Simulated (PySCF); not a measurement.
How methods differ on the ionisation energy of Mg

Mg [Ne] 3s2 (1S) → Mg⁺ [Ne] 3s1 (2S), as a difference of total energies. All numbers are calculated (PySCF 2.14, the spin-free X2C one-electron Hamiltonian (Gaussian nucleus), in Sapporo-DZP-2012 (5s4p1d, 22 functions)). Correlated levels: valence: [Ne] frozen. The calculations carry no spin-orbit coupling.

| method | ionisation energy (eV) |
| --- | --- |
| UHF | 6.618 |
| MN15 | 7.643 |
| PBE | 7.632 |
| SCS-MP2 (valence) | 7.195 |

Problem. Estimate what CCSD (valence) gives.

Solution. 7.472 eV, closest to PBE among the rows shown.

Problem. Estimate what MP2 (valence) gives.

Solution. 7.099 eV, closest to SCS-MP2 (valence) among the rows shown.

Errors of the correlated levels include the incompleteness of this basis and the frozen core.

With two correlated electrons CCSD is exact in that space.

The coupled-cluster amplitudes are large for Mg (T1 above 0.03 or a double amplitude above 0.15), so a single reference is strained.

For comparison: 7.646 eV (measured; NIST Atomic Spectra Database, ionization energies).
